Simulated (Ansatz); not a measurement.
# SiNH5 (singlet): one geometry, many settings at twist about Si1–N2 = 0.0°

Aim: run SiNH5 (singlet) at one geometry under a spread of methods and options, and see what each costs and gives.

Computed with Ansatz 0.2.0, Gaussian basis. Level: the settings change from run to run.

16 further runs of the same task are left out: 13 that didn't finish, 3 set aside as unsound or not needed.

## (1) What is computed

The geometry derives from a PBE0/def2-TZVP stationary point (not a proven minimum). One half is turned about the bond named; the halves are rigid.

7 atoms, charge 0, spin multiplicity 1.

Atoms are counted from 1 here; the program's logs count them from 0.

Bond lengths: Si1–N2 1.720 Å, Si1–H3 1.486 Å, Si1–H4 1.486 Å, Si1–H5 1.494 Å, N2–H6 1.007 Å, N2–H7 1.007 Å. Angles: N2–Si1–H3 107.9°, N2–Si1–H4 107.9°, N2–Si1–H5 116.0°, H3–Si1–H4 110.5°, H3–Si1–H5 107.3°, H4–Si1–H5 107.3°, Si1–N2–H6 119.6°, Si1–N2–H7 119.6°, H6–N2–H7 110.6°.

## (2) HF/6-31G

File in.yaml:

```yaml
crystal:
  periodic: [false, false, false]
  atoms:
    - {symbol: Si, position_ang: [-0.011347, 0.000000, 0.572608]}
    - {symbol: N, position_ang: [0.053849, 0.000000, -1.146526]}
    - {symbol: H, position_ang: [0.684273, -1.220684, 1.055828]}
    - {symbol: H, position_ang: [0.684271, 1.220686, 1.055828]}
    - {symbol: H, position_ang: [-1.378529, -0.000001, 1.175249]}
    - {symbol: H, position_ang: [-0.211071, -0.828320, -1.654829]}
    - {symbol: H, position_ang: [-0.211072, 0.828319, -1.654829]}
basis:
  gaussian: {orbitals: 6-31G}
magnetization: {spin_polarized: false}
hamiltonian: {xc: hf}
output: {orbitals: {seedname: orbitals}}
```

Launch:

```console
$ ansatz run in.yaml --threads 1 --pin off --events-out ev --progress --plain --max-ram 2393MiB
```

The log of the run:

```text
Functional definition: HF
  name "HF"
  cite "Fock, Z. Phys. 61, 126 (1930) doi:10.1007/BF01340294"
  parent pbe
  exchange = exact_x
  correlation = 0
432 factors; integrals over basis functions are off by at most 2.3e-4 eV
mean field evaluation 1: about -9419.1490 eV, gradient 2.7e1 eV
mean field evaluation 2: about -9419.1513 eV, gradient 2.7e1 eV
mean field evaluation 4: about -9420.7930 eV, gradient 1.7e0 eV
mean field evaluation 8: about -9420.8027 eV, gradient 3.0e-4 eV
mean field -9420.80268201 eV, -346.2081129143 hartree, gradient 2.3e-5 eV, S^2 0.000000; 0 other end points of the search recorded, 0 dependent functions left out
reference -9420.80268201 eV, -346.2081129143 hartree; 13, 13 occupied and 19, 19 virtual orbitals, 432 factors
Total energy: -9420.80268201 eV, -346.2081129143 hartree
```

Run time: 0.18 s. Hardware: 1 thread of Arm Neoverse V1, shared host.

## (3) BCCD on RHF/cc-pVDZ

in.yaml, as its differences from that of step 2:

```diff
@@ -11,5 +11,5 @@
 basis:
-  gaussian: {orbitals: 6-31G}
+  gaussian: {orbitals: cc-pVDZ}
 magnetization: {spin_polarized: false}
-hamiltonian: {xc: hf}
-output: {orbitals: {seedname: orbitals}}
+correlation: {method: bccd, electrons: outside_noble_gas}
+scf: {lower_state_search: light}
```

Same command.

The log of the run, shortened:

```text
Functional definition: HF
  name "HF"
  cite "Fock, Z. Phys. 61, 126 (1930) doi:10.1007/BF01340294"
  parent pbe
[...]
533 factors; integrals over basis functions are off by at most 1.2e-3 eV
[...]
mean field -9423.45193298 eV, -346.3054710921 hartree, gradient 2.0e-6 eV, S^2 0.000000; 0 other end points of the search recorded, 0 dependent functions left out
6 core orbitals not correlated: weight in the atoms' cores, before any rotation towards them, 1.000 or more for the frozen orbitals, at most 0.000 for the correlated occupied ones
reference -9423.45193298 eV, -346.3054710921 hartree; 7, 7 occupied and 44, 44 virtual orbitals, 533 factors
second order -7.67370111 eV of doubles, -0.00000000 eV of singles
cycle   1  -8.33237673 eV  change   -6.6e-1 eV  update   6.3e-2
[...]
cycle   9  -8.61601656 eV  change   -3.5e-6 eV  update   7.9e-6
Total energy: -9432.06794955 eV, -346.6221038606 hartree
```

Run time: 0.78 s. Hardware: 1 thread of Arm Neoverse V1, shared host.

From the report: correlation -8.6160 eV; largest double amplitude 0.03.

## (4) CASCI(4,4)/STO-3G

in.yaml, as its differences from that of step 3:

```diff
@@ -11,5 +11,3 @@
 basis:
-  gaussian: {orbitals: cc-pVDZ}
-magnetization: {spin_polarized: false}
-correlation: {method: bccd, electrons: outside_noble_gas}
-scf: {lower_state_search: light}
+  gaussian: {orbitals: STO-3G}
+correlation: {active_space: {window: {electrons: 4, orbitals: 4}, fixed_orbitals: true, states: [{multiplicity: 1, weights: [1, 0.5, 0.5]}, {multiplicity: 3, weights: [1]}]}}
```

The command is unchanged.

The log of the run:

```text
Functional definition: HF
  name "HF"
  cite "Fock, Z. Phys. 61, 126 (1930) doi:10.1007/BF01340294"
  parent pbe
  exchange = exact_x
  correlation = 0
334 factors; integrals over basis functions are off by at most 2.7e-8 eV
mean field evaluation 1: about -9312.2742 eV, gradient 1.4e1 eV
mean field evaluation 2: about -9312.3060 eV, gradient 1.4e1 eV
mean field evaluation 4: about -9312.9804 eV, gradient 7.1e-1 eV
mean field evaluation 8: about -9312.9831 eV, gradient 1.6e-6 eV
mean field -9312.98306343 eV, -342.2458150146 hartree, gradient 1.4e-6 eV, S^2 0.000000; 0 other end points of the search recorded, 0 dependent functions left out
reference -9312.98306343 eV, -342.2458150146 hartree; 13, 13 occupied and 6, 6 virtual orbitals, 334 factors
state -9313.13635917 eV, -342.2514485288 hartree
state -9300.14471514 eV, -341.7740144168 hartree
state -9296.28252049 eV, -341.6320813815 hartree
state -9302.20413574 eV, -341.8496967282 hartree
Total energy: -9304.51803758 eV, -341.9347310520 hartree
```

Run time: 0.09 s. Hardware: 1 thread of Arm Neoverse V1, shared host.

From the report: 18 determinants; active occupations (of the averaged states) 1.99, 1.33, 0.50, 0.17.

## (5) CASSCF(4,2)/STO-3G

in.yaml, as its differences from that of step 4:

```diff
@@ -12,2 +12,3 @@
   gaussian: {orbitals: STO-3G}
-correlation: {active_space: {window: {electrons: 4, orbitals: 4}, fixed_orbitals: true, states: [{multiplicity: 1, weights: [1, 0.5, 0.5]}, {multiplicity: 3, weights: [1]}]}}
+hamiltonian: {pseudopotentials: {relativity: none}}
+correlation: {active_space: {window: {electrons: 4, orbitals: 2}}}
```

The command is unchanged.

The log of the run:

```text
Functional definition: HF
  name "HF"
  cite "Fock, Z. Phys. 61, 126 (1930) doi:10.1007/BF01340294"
  parent pbe
  exchange = exact_x
  correlation = 0
227 factors; integrals over basis functions are off by at most 2.7e-5 eV
mean field evaluation 1: about -9312.2650 eV, gradient 1.4e1 eV
mean field evaluation 2: about -9312.3059 eV, gradient 1.4e1 eV
mean field evaluation 4: about -9312.9801 eV, gradient 7.1e-1 eV
mean field evaluation 8: about -9312.9829 eV, gradient 1.5e-6 eV
mean field -9312.98289965 eV, -342.2458089956 hartree, gradient 1.2e-6 eV, S^2 0.000000; 0 other end points of the search recorded, 0 dependent functions left out
reference -9312.98289965 eV, -342.2458089956 hartree; 13, 13 occupied and 6, 6 virtual orbitals, 227 factors
state -9312.98289965 eV, -342.2458089956 hartree
Total energy: -9312.98289965 eV, -342.2458089956 hartree
```

Run time: 0.09 s. Hardware: 1 thread of Arm Neoverse V1, shared host.

From the report: 1 determinant; active occupations 2.00, 2.00. With so small a space the active step adds no correlation: the energy is the mean field's.

## (6) BCCD on RHF/def2-SVP

in.yaml, as its differences from that of step 5:

```diff
@@ -11,4 +11,5 @@
 basis:
-  gaussian: {orbitals: STO-3G}
-hamiltonian: {pseudopotentials: {relativity: none}}
-correlation: {active_space: {window: {electrons: 4, orbitals: 2}}}
+  gaussian: {orbitals: def2-SVP}
+magnetization: {spin_polarized: false}
+correlation: {method: bccd, electrons: valence}
+accuracy: high
```

Launched as before.

The log of the run, shortened:

```text
Functional definition: HF
  name "HF"
  cite "Fock, Z. Phys. 61, 126 (1930) doi:10.1007/BF01340294"
  parent pbe
[...]
1275 factors; integrals over basis functions are off by at most 3.6e-9 eV
[...]
mean field -9419.87436624 eV, -346.1739979391 hartree, gradient 9.6e-9 eV, S^2 0.000000; 0 other end points of the search recorded, 0 dependent functions left out
6 core orbitals not correlated: weight in the atoms' cores, before any rotation towards them, 1.000 or more for the frozen orbitals, at most 0.000 for the correlated occupied ones
reference -9419.87436624 eV, -346.1739979391 hartree; 7, 7 occupied and 44, 44 virtual orbitals, 1275 factors
second order -7.62784944 eV of doubles, -0.00000000 eV of singles
cycle   1  -8.27256686 eV  change   -6.4e-1 eV  update   6.2e-2
[...]
cycle  19  -8.55028067 eV  change    1.1e-9 eV  update   1.5e-9
Total energy: -9428.42464690 eV, -346.4882149580 hartree
```

Wall time 2.2 s (1 thread of Arm Neoverse V1, shared host).

From the report: correlation -8.5503 eV; largest double amplitude 0.03.

## (7) MP2 on UHF/cc-pVDZ

in.yaml, as its differences from that of step 6:

```diff
@@ -11,5 +11,6 @@
 basis:
-  gaussian: {orbitals: def2-SVP}
-magnetization: {spin_polarized: false}
-correlation: {method: bccd, electrons: valence}
+  gaussian: {orbitals: cc-pVDZ}
+magnetization: {spin_polarized: true, initial_magnetization: 0}
+correlation: {method: mp2, electrons: outside_noble_gas}
 accuracy: high
+output: {forces: true}
```

The command is unchanged.

The log of the run, shortened:

```text
Functional definition: HF
  name "HF"
  cite "Fock, Z. Phys. 61, 126 (1930) doi:10.1007/BF01340294"
  parent pbe
[...]
1346 factors; integrals over basis functions are off by at most 3.8e-9 eV
[...]
mean field -9423.45200942 eV, -346.3054739010 hartree, gradient 2.1e-8 eV, S^2 0.000000; 0 other end points of the search recorded, 0 dependent functions left out
6 core orbitals not correlated: weight in the atoms' cores, before any rotation towards them, 1.000 or more for the frozen orbitals, at most 0.000 for the correlated occupied ones
reference -9423.45200942 eV, -346.3054739010 hartree; 7, 7 occupied and 44, 44 virtual orbitals, 1346 factors
second order -7.67373520 eV of doubles, -0.00000000 eV of singles
[...]
Total energy: -9431.12574462 eV, -346.5874784681 hartree
Atom 0 at    -0.011347     0.000000     0.572608 Å, force    -0.120034    -0.000000     0.666028 eV/Å
Atom 1 at     0.053849     0.000000    -1.146526 Å, force     0.450177     0.000000    -0.379810 eV/Å
Atom 2 at     0.684273    -1.220684     1.055828 Å, force     0.023936    -0.034735     0.029568 eV/Å
Atom 3 at     0.684271     1.220686     1.055828 Å, force     0.023935     0.034735     0.029568 eV/Å
Atom 4 at    -1.378529    -0.000001     1.175249 Å, force    -0.030699    -0.000000     0.069391 eV/Å
Atom 5 at    -0.211071    -0.828320    -1.654829 Å, force    -0.173657    -0.328135    -0.207373 eV/Å
Atom 6 at    -0.211072     0.828319    -1.654829 Å, force    -0.173658     0.328134    -0.207373 eV/Å
Dipole moment:    -0.147391    -0.000000    -0.262440 e Å
```

It took 3.3 s on 1 thread of Arm Neoverse V1, shared host.

From the report: ⟨S²⟩ of the determinant 0.000 (pure singlet: 0.00).

## (8) MP2 on RHF/cc-pVDZ

in.yaml, as its differences from that of step 7:

```diff
@@ -11,6 +11,5 @@
 basis:
-  gaussian: {orbitals: cc-pVDZ}
-magnetization: {spin_polarized: true, initial_magnetization: 0}
+  gaussian: {orbitals: cc-pVDZ, point_charges: [{charge: -1.00, position_ang: [4.016, -0.616, 0.185]}]}
+magnetization: {spin_polarized: false}
 correlation: {method: mp2, electrons: outside_noble_gas}
 accuracy: high
-output: {forces: true}
```

Launched as before.

The log of the run:

```text
Functional definition: HF
  name "HF"
  cite "Fock, Z. Phys. 61, 126 (1930) doi:10.1007/BF01340294"
  parent pbe
  exchange = exact_x
  correlation = 0
1344 factors; integrals over basis functions are off by at most 3.8e-9 eV
mean field evaluation 1: about -9421.5328 eV, gradient 2.8e1 eV
mean field evaluation 2: about -9421.5420 eV, gradient 2.8e1 eV
mean field evaluation 4: about -9423.3496 eV, gradient 2.2e0 eV
mean field evaluation 8: about -9423.3681 eV, gradient 2.0e-4 eV
mean field -9423.36807260 eV, -346.3023892797 hartree, gradient 2.8e-8 eV, S^2 0.000000; 0 other end points of the search recorded, 0 dependent functions left out
6 core orbitals not correlated: weight in the atoms' cores, before any rotation towards them, 1.000 or more for the frozen orbitals, at most 0.000 for the correlated occupied ones
reference -9423.36807260 eV, -346.3023892797 hartree; 7, 7 occupied and 44, 44 virtual orbitals, 1344 factors
second order -7.67725871 eV of doubles, -0.00000000 eV of singles
Total energy: -9431.04533131 eV, -346.5845233335 hartree
```

It took 0.93 s on 1 thread of Arm Neoverse V1, shared host.

## (9) CISD/cc-pVDZ

in.yaml, as its differences from that of step 8:

```diff
@@ -11,5 +11,4 @@
 basis:
-  gaussian: {orbitals: cc-pVDZ, point_charges: [{charge: -1.00, position_ang: [4.016, -0.616, 0.185]}]}
-magnetization: {spin_polarized: false}
-correlation: {method: mp2, electrons: outside_noble_gas}
+  gaussian: {orbitals: cc-pVDZ}
+correlation: {active_space: {ras: {orbitals: [7, 0, 44], electrons: 14, max_holes: 2, max_particles: 2}, fixed_orbitals: true}}
 accuracy: high
```

Same command.

The log of the run:

```text
Functional definition: HF
  name "HF"
  cite "Fock, Z. Phys. 61, 126 (1930) doi:10.1007/BF01340294"
  parent pbe
  exchange = exact_x
  correlation = 0
1346 factors; integrals over basis functions are off by at most 3.8e-9 eV
mean field evaluation 1: about -9421.5659 eV, gradient 2.8e1 eV
mean field evaluation 2: about -9421.5752 eV, gradient 2.8e1 eV
mean field evaluation 4: about -9423.4334 eV, gradient 2.2e0 eV
mean field evaluation 8: about -9423.4520 eV, gradient 2.3e-4 eV
mean field -9423.45200942 eV, -346.3054739010 hartree, gradient 2.8e-8 eV, S^2 0.000000; 0 other end points of the search recorded, 0 dependent functions left out
reference -9423.45200942 eV, -346.3054739010 hartree; 13, 13 occupied and 44, 44 virtual orbitals, 1346 factors
state -9431.33129931 eV, -346.5950324636 hartree
Total energy: -9431.33129931 eV, -346.5950324636 hartree
```

Wall time 2.7 s (1 thread of Arm Neoverse V1, shared host).

From the report: 68,115 determinants.

## (10) CCSDT(Q)/B/STO-3G

in.yaml, as its differences from that of step 9:

```diff
@@ -11,4 +11,6 @@
 basis:
-  gaussian: {orbitals: cc-pVDZ}
-correlation: {active_space: {ras: {orbitals: [7, 0, 44], electrons: 14, max_holes: 2, max_particles: 2}, fixed_orbitals: true}}
+  gaussian: {orbitals: STO-3G}
+magnetization: {spin_polarized: true, initial_magnetization: 0}
+hamiltonian: {xc: {name: PBE0}}
+correlation: {method: ccsdt_q_b, electrons: outside_noble_gas}
 accuracy: high
```

Launched as before.

The log of the run, shortened:

```text
Functional definition: PBE0
  name "PBE0"
  cite "Adamo & Barone, J. Chem. Phys. 110, 6158 (1999) doi:10.1063/1.478522"
  cite "Perdew, Burke & Ernzerhof, Phys. Rev. Lett. 77, 3865 (1996) doi:10.1103/PhysRevLett.77.3865"
  parent pbe
[...]
338 factors; integrals over basis functions are off by at most 6.5e-9 eV
[...]
mean field -9332.60851503 eV, -342.9670370583 hartree, gradient 1.6e-8 eV, S^2 0.000000; 0 other end points of the search recorded, 0 dependent functions left out
6 core orbitals not correlated: weight in the atoms' cores, before any rotation towards them, 0.999 or more for the frozen orbitals, at most 0.000 for the correlated occupied ones
reference -9312.79433424 eV, -342.2388793445 hartree; 7, 7 occupied and 6, 6 virtual orbitals, 338 factors
second order -2.39328002 eV of doubles, -0.10959910 eV of singles
cycle   1  -3.00826690 eV  change   -5.1e-1 eV  update   6.1e-2
[...]
cycle  21  -3.33686858 eV  change  -7.1e-10 eV  update  2.3e-10
perturbative correction -0.00137845 eV, -0.0000506571 hartree
Total energy: -9316.13258127 eV, -342.3615576601 hartree
```

Run time: 7 s. Hardware: 1 thread of Arm Neoverse V1, shared host.

From the report: ⟨S²⟩ of the determinant 0.000 (pure singlet: 0.00); correlation -3.3382 eV; T1 0.010; largest double amplitude 0.06. The orbitals are Kohn-Sham ones, so correlation energy and T1 don't compare with those on Hartree-Fock orbitals.

## (11) All runs side by side

Where basis and cores are those of an earlier RCCSDT(Q)/cc-pVDZ run (-9432.2933 eV), and the state is the same kind, the miss against it is given.

| level | correlated | functions | energy (eV) | from RCCSDT(Q) (meV) | time |
| --- | --- | --- | --- | --- | --- |
| HF/6-31G |  | 32 | -9420.8027 |  | 0.18 s |
| BCCD on RHF/cc-pVDZ | outside noble gas | 57 | -9432.0679 | 225.3 | 0.78 s |
| CASCI(4,4)/STO-3G (mean of several states) |  | 19 | -9304.5180 |  | 0.09 s |
| CASSCF(4,2)/STO-3G |  | 19 | -9312.9829 |  | 0.09 s |
| BCCD on RHF/def2-SVP | valence | 57 | -9428.4246 |  | 2.2 s |
| MP2 on UHF/cc-pVDZ | outside noble gas | 57 | -9431.1257 | 1167.5 | 3.3 s |
| MP2 on RHF/cc-pVDZ (beside a point charge) | outside noble gas | 57 | -9431.0453 |  | 0.93 s |
| CISD/cc-pVDZ | outside noble gas | 57 | -9431.3313 | 962.0 | 2.7 s |
| CCSDT(Q)/B/STO-3G (on PBE0 orbitals) | outside noble gas | 19 | -9316.1326 |  | 7 s |

## (12) Results

```
quantity                                               value
    runs                                                   9
quickest  CASCI(4,4)/STO-3G (mean of several states), 0.09 s
 slowest           CCSDT(Q)/B/STO-3G (on PBE0 orbitals), 7 s
```

Total energies in different bases, with other cores or another treatment of relativity can't be set against each other. CCSDT(Q)/B/STO-3G (on PBE0 orbitals) took 78 times as long as CASCI(4,4)/STO-3G (mean of several states); the jobs differ in more than the method. Among the correlated runs with a miss given, it spans +225 to +1168 meV.
